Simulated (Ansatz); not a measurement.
## Ansatz (development build ahead of 0.2.0) run

```yaml
crystal:
  periodic: [false, false, false]
  atoms:
    - { symbol: O, position_ang: [0.0, 0.0, 0.1193] }
    - { symbol: H, position_ang: [0.0, 0.7632, -0.477] }
    - { symbol: H, position_ang: [0.0, -0.7632, -0.477] }
basis:
  gaussian: { orbitals: pcseg-2 }
hamiltonian:
  xc: { name: wB97X }
```

The input is written out in the form of the current development build from the run's settings.

Output:

```yaml
Converged: yes
Total_energy: -76.44256 hartree
Spin_squared_of_the_determinant: 0.000
Stability_test: minimum among restricted orbitals
```
